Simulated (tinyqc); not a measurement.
The basis set: RHF and MP2 along a ladder of basis sets, for LiH, spin multiplicity 1. Computed by the program tinyqc with PySCF. Same geometry throughout; the dipole is taken about the origin.

Geometry (angstrom):
```
atom       x       y       z
Li    0.0000  0.0000  0.0000
H     0.0000  0.0000  1.5080
```

RHF and frozen-core MP2 in a ladder of bases:
```
basis    functions  E(RHF) (hartree)  E(MP2 corr) (hartree)  HOMO (eV)  LUMO (eV)  dipole (debye)
sto-3g           6          -7.86338               -0.01202     -7.971      2.148           4.839
3-21g           11          -7.92742               -0.01229     -8.260      0.138           5.712
6-31g**         19          -7.97924               -0.02046     -8.296      0.308           5.718
cc-pvdz         19          -7.98203               -0.02255     -8.306      0.086           5.764
cc-pvtz         44          -7.98529               -0.02736     -8.326      0.041           5.781
```

Estimate the missing row, basis = 6-31g.

Computed row:
```
basis  functions  E(RHF) (hartree)  E(MP2 corr) (hartree)  HOMO (eV)  LUMO (eV)  dipole (debye)
6-31g         11          -7.97718               -0.01217     -8.311      0.306           5.755
```

From cc-pVDZ to cc-pVTZ the RHF energy falls by 3.3 mhartree and the correlation energy by 4.8. If valence correlation converges as X^-3, (27 E(T) - 8 E(D))/19 gives -0.0294 hartree, a rough estimate from such small X that usually falls short; STO-3G holds about 41 % of it. Beyond STO-3G the LUMO moves by 0.3 eV and the HOMO by 0.1 eV.
